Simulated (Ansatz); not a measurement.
# Structure relaxation of Ga2F

Theory: DFT PBE, scalar-relativistic, plane waves, PAW (Ansatz). Cutoff 420 eV, Γ-centred k mesh, Gaussian smearing, no spin polarisation in the final step.

The start puts Ga2F on the anti-cadmium chloride structure type (R-3m, No. 166), with F in place of Cd, Ga in place of Cl, at a guessed volume.

```
CELL_PARAMETERS angstrom
1.65396 0.95492 4.99539
-1.65396 0.95492 4.99539
0.00000 -1.90983 4.99539
ATOMIC_POSITIONS crystal
Ga 0.75000 0.75000 0.75000
Ga 0.25000 0.25000 0.25000
F 0.00000 0.00000 0.00000
```

Steps on the 6×6×6 mesh (3 atoms). 12 of 14 steps are shown, and the free energy counts from the last. Trial steps that were taken back and renewals of the plane-wave basis can be among the rows.

| step | ΔF (meV/atom) | V (Å³/atom) | P (GPa) | largest force component (eV/Å) |
| --- | --- | --- | --- | --- |
| 1 | 396.3 | 15.78 | 15.51 | 2.204 |
| 2 | 170.1 | 16.56 | 5.59 | 0.566 |
| 3 | 121.7 | 17.20 | 1.65 | 0.062 |
| 5 | 86.6 | 17.21 | -2.58 | 0.328 |
| 6 | 59.0 | 16.61 | -3.89 | 0.246 |
| 7 | 47.4 | 15.18 | -1.33 | 0.004 |
| 8 | 44.4 | 15.03 | 2.49 | 0.033 |
| 9 | 41.3 | 15.60 | -0.72 | 0.074 |
| 10 | 39.9 | 15.33 | -0.03 | 0.024 |
| 12 | 1.6 | 15.60 | 0.61 | 0.005 |
| 13 | 1.0 | 15.72 | -0.01 | 0.003 |
| 14 | 0.0 | 15.72 | 0.11 | 0.003 |

Steps on the 18×18×18 mesh (3 atoms). 6 of 9 steps are shown, and the free energy counts from the last.

```csv
step,ΔF (meV/atom),V (Å³/atom),P (GPa),largest force component (eV/Å)
1,6.0,15.72,0.91,0.180
2,3.4,16.27,-0.01,0.092
3,2.2,16.21,-0.13,0.004
4,1.5,16.18,-0.23,0.043
7,0.0,16.13,0.15,0.005
9,0.0,16.17,0.02,0.001
```

A final relaxation ran on a 18×18×18 mesh. The relaxed crystal, R-3m (No. 166):

Space group R-3m:H (No. 166). a = 2.947 Å, b = 2.947 Å, c = 19.350 Å, α = 90.00°, β = 90.00°, γ = 120.00°
| atom | site | symmetry | x | y | z |
| --- | --- | --- | --- | --- | --- |
| Ga | 6c | 3m | 0.0000 | 0.0000 | 0.7624 |
| F | 3a | -3m | 0.0000 | 0.0000 | 0.0000 |

```
Volume per atom          : 16.17 Å³
Density                  : 5.42 g/cm³
Energy over the elements : -0.86 eV/atom
Gap on the 18×18×18 mesh : 0 eV (a metal)
```

The zero of energy is the elements' standard structures at the same level (F₂ as a molecule); no fitted shifts are applied.

The final run used a 18×18×18 mesh on its 3-atom cell and 0.10 eV smearing. The k mesh leaves about 4 meV/atom of noise in metals.

A structure relaxed within its symmetry needn't be a true minimum.

Cost: 3 runs of about 11 core-minutes in all, on Arm Neoverse N1 (shared hosts).